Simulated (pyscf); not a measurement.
This saddle point was located with ωB97X-D3(BJ)/def2-SVP in PySCF.

```
O
H 1 0.9693
Si 1 1.8598 2 126.10
H 3 1.5097 1 100.56 2 17.19
H 3 1.5107 4 101.42 1 104.23
As 1 2.0140 2 123.45 3 111.68
O 6 1.7894 1 110.63 2 -66.85
H 7 0.9653 6 110.86 1 80.54
H 6 1.5722 7 90.11 8 -1.73
```

Surface: singlet, charge 0. Lowest wavenumbers (cm⁻¹): 263i, 150, 167, 270, 349.

**Question.** Which two sides does it connect, and which bonds change?

**Answer.** `[OH][AsH][OH]` + `[SiH2]` [singlet] ⇌ `[OH][SiH2][AsH][OH]`, an insertion read from left to right: As–O broken and O–Si, As–Si formed. At ωB97M-D3(BJ)/def2-TZVP it lies -0.56 eV from the left side and +2.66 eV from the right (each side as separated species at their lowest minima found). On the reactant side the descent ends in an adduct with a O–Si contact, 0.90 eV under the separated species and 0.15 eV under the saddle at ωB97X-D3(BJ)/def2-TZVP. At ωB97M-D3(BJ) the saddle lies under the separated reactants, which points to a path from their complex (located at ωB97X-D3(BJ) alone). What is counted as formed (O–Si) is already present as a longer contact in the reactant adduct; forming that adduct is a step of its own. At ωB97X-D3(BJ) the barrier from the zero used here is -0.75 eV. This is the saddle that the search found; another between the same sides may lie lower. Elements up to Kr have no core potential and no relativistic terms here.
